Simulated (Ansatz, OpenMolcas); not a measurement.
**[SiH3]+ (SMILES [SiH3+]): the energy, rung by rung**

[SiH3]+: 4 atoms, total charge +1, spin state singlet. As SMILES, `[SiH3+]`. The coordinates come from a PBE0-D4/def2-TZVP relaxation.

```xyz
4

Si    0.0000    0.0000    0.0000
H     0.6869    0.6754    1.1130
H    -0.1184   -1.4672   -0.0099
H    -0.5685    0.7917   -1.1031
```

Quantity: the energy change with the Si1–H2 bond stretched from 1.472 to 3.238 Å, in eV. The values are calculated.

| level | kind | program | value (eV) | CPU time (all runs) |
| --- | --- | --- | --- | --- |
| HF/aug-cc-pVTZ (restricted) | Hartree–Fock | Ansatz | 5.67 | 5.3 s |
| SVWN5/aug-cc-pVTZ (restricted) | LDA | Ansatz | 4.13 | 7 s |
| revPBE/aug-cc-pVTZ (restricted) | GGA | OpenMolcas | 4.17 | 46 s |
| r2SCAN/aug-cc-pVTZ (restricted) | meta-GGA | OpenMolcas | 4.52 | 55 s |
| M06-2X/aug-cc-pVTZ (restricted) | hybrid meta-GGA | OpenMolcas | 4.88 | 48 s |
| wB97M-V/aug-cc-pVTZ (restricted) | range-separated hybrid | Ansatz | 4.91 | 55 s |
| B2PLYP/aug-cc-pVTZ (restricted) | double hybrid | Ansatz | 4.60 | 14 s |
| RPA@PBE0/aug-cc-pVTZ (restricted) | RPA | Ansatz | 4.48 | 17 s |
| BCCD(T)/aug-cc-pVTZ (restricted) | coupled cluster or CI | Ansatz | 3.90 | 25 s |

The first shape isn't each level's own minimum. The values span 3.90 to 5.67 eV. In so small a basis fixed costs decide the times, and correlated methods can beat functionals. CPU times are rough (shared hosts, several kinds of processor and program).
